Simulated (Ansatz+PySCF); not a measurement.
## quintet O4 in separate pieces: levels of theory in one basis

```xyz
4

O     0.0000    0.0000   -0.5941
O     0.0000    0.0000    0.5941
O    10.0000    0.0000   -0.5941
O    10.0000    0.0000    0.5941
```

Basis set: cc-pVDZ (spherical functions). Left uncorrelated: 4 orbitals. Correlation on ROHF uses semicanonical orbitals with singles. Charge 0, multiplicity 5.

Computed with Ansatz (development build ahead of 0.2.0); each method stands on the lowest determinant of its kind that the runs found. NEVPT2 correlates all electrons. Active spaces start from the frontier orbitals, and the lowest solution found is given.

```
        method  E − E(ROHF) (eV)  <S²> of the determinant
          ROHF              0.00                     6.00
           UHF             -1.05                     6.06
      ROHF-MP2            -20.31                        –
       UHF-MP2            -19.57                     6.06
     ROHF-CCSD            -19.76                        –
  ROHF-CCSD(T)            -20.32                        –
   UHF-CCSD(T)            -20.32                     6.06
   CASSCF(6,6)             -0.69                        –
SC-NEVPT2(6,6)            -20.36                        –
```

(1) What does UHF-CCSD give on the same scale?

(2) Is a single determinant a sound starting point here?

## Answers

(1) -19.82 eV.

(2) Only with care. Unrestricted orbitals gain 1.05 eV and <S²> is 6.06 against 6.00 for a pure state, but several determinants compete. The CASSCF(6,6) natural occupations are 1.98, 1.00, 1.00, 1.00, 1.00, 0.02.

Caution for ROHF, ROHF-MP2, ROHF-CCSD, ROHF-CCSD(T): an unrestricted determinant lies well below. Caution for ROHF-MP2: MP2 forces lie far from those of the mean fields. Caution for ROHF-CCSD: another reference gives a lower total. Caution for CASSCF(6,6), SC-NEVPT2(6,6): other starts end on other solutions of this active space.
